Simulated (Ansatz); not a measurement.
Geometry optimisation, RKS PBE-D4/def2-SVP (Ansatz 0.2.0).

Input:

```yaml
crystal:
  periodic: [false, false, false]
  atoms:
    - { symbol: B, position_ang: [-0.245836, 0.001446, -0.844818] }
    - { symbol: F, position_ang: [1.10559, -0.00245, 1.286935] }
    - { symbol: H, position_ang: [1.68424, 0.001546, 0.555243] }
    - { symbol: F, position_ang: [-1.420294, -0.000541, -0.348661] }
basis:
  gaussian: { orbitals: def2-SVP }
hamiltonian:
  xc: pbe
  dispersion: d4
relax:
  f_tol: 0.03
  max_steps: 50
```

Run as:

```bash
$ ansatz run input.yaml --threads 1 --pin off --max-ram 2048MiB --backend cpu --events-out ev --progress --plain --runs-dir out
```

Q: Where does it end, and by what steps?

A: The run converged. After 5 steps the energy has fallen by 0.074 eV; H3 moved furthest, 0.34 Å.

```tsv
step	energy less start (eV)	largest force component (eV/Å)	accepted
0	0.0000	0.409	yes
1	-0.0206	1.307	yes
2	-0.0297	1.408	yes
3	-0.0719	0.087	yes
4	-0.0735	0.066	yes
5	-0.0736	0.011	yes
```

```xyz
4
Properties=species:S:1:pos:R:3
B -0.158 0.001 -0.695
F 1.328 -0.002 1.391
H 1.362 0.001 0.433
F -1.410 0.000 -0.481
```

Whether the end is a true minimum wasn't checked by a vibrational analysis.

The run took 5.5 s on 1 thread of Arm Neoverse V1, with other jobs on the host, peak memory 0.099 GiB.
